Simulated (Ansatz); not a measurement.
`CCOC#N` + `OC(=S)S` → `CCOC(=S)S` + `N#CO`  (substitution at a C–O bond)

Computed with Ansatz on PBE0-D4/def2-TZVP structures; ΔE is electronic, products minus reactants. CCSD(T)/CBS is the MP2 limit (def2-TZVPP, def2-QZVPP) plus CCSD(T) − MP2 in def2-TZVPP, frozen cores. This one scheme is used for every species. DFT in def2-TZVPP. Each species was taken in one conformer, which may not be the lowest.

`CCOC#N`:

```xyz
10

C    -0.198   -0.835    0.732
C     0.113    0.617    0.500
O     0.899    0.810   -0.714
C     0.298    0.508   -1.803
N    -0.220    0.245   -2.801
H    -0.770   -0.937    1.657
H     0.717   -1.422    0.826
H    -0.798   -1.244   -0.084
H    -0.790    1.224    0.409
H     0.749    1.035    1.278
```

`OC(=S)S`:

Z-matrix (Å, degrees):
```
C
S 1 1.627
S 1 1.734 2 122.2
O 1 1.332 2 124.6 3 -180.0
H 3 1.346 1 96.7 2 -180.0
H 4 0.970 1 106.4 2 0.0
```

`CCOC(=S)S`:

Z-matrix (Å, degrees):
```
C
C 1 1.504
H 1 1.091 2 110.8
H 1 1.092 2 109.6 3 119.7
H 1 1.091 2 110.8 3 -120.6
O 2 1.433 1 107.5 3 60.2
H 2 1.095 1 111.5 3 -59.0
H 2 1.095 1 111.4 3 179.4
C 6 1.323 2 121.3 1 179.4
S 9 1.626 6 121.2 2 179.9
S 9 1.767 6 114.7 2 -0.1
H 11 1.340 9 92.8 6 -179.9
```

`N#CO`:

Cartesian coordinates in Å:
```
N -1.333 -0.503 -0.763
C -0.347 -0.272 -0.213
O 0.771 -0.083 0.403
H 0.908 0.858 0.574
```

Q: Is it downhill or uphill in electronic energy at CCSD(T)/CBS, and by how much? (Estimate.)

A: Ansatz gave: Uphill: ΔE = +6.0 kcal/mol.

Q: What do these levels give: r2SCAN-D4, PBE0-D4, B2PLYP, PBE, PBE0, HF/def2-TZVPP, CCSD/def2-TZVPP, CCSD(T)/def2-TZVPP, HF/def2-QZVPP, MP2/def2-QZVPP, SCS-MP2/def2-QZVPP, CCSD/CBS(def2)? (Estimate.)

A: The calculation gave: r2SCAN-D4 6.5, PBE0-D4 6.2, B2PLYP 6.9, PBE 6.6, PBE0 6.8, HF/def2-TZVPP 9.1, CCSD/def2-TZVPP 6.5, CCSD(T)/def2-TZVPP 6.0, HF/def2-QZVPP 9.1, MP2/def2-QZVPP 5.7, SCS-MP2/def2-QZVPP 6.2, CCSD/CBS(def2) 6.5 kcal/mol.

Largest T1 diagnostic among the species: 0.017.

The D4 term adds −1.0 kcal/mol with B3LYP and −0.6 kcal/mol with PBE0; it sums over pairs of atoms, weighted by their polarisabilities, and B3LYP, whose exchange is more repulsive, gets the larger term. In def2-TZVPP, CCSD(T) changes the Hartree–Fock value by −3.0 kcal/mol (the triples alone add −0.5 kcal/mol) and MP2 by −3.4 kcal/mol.

B3LYP here is the variant with VWN-RPA as its local correlation; programs differ in this.
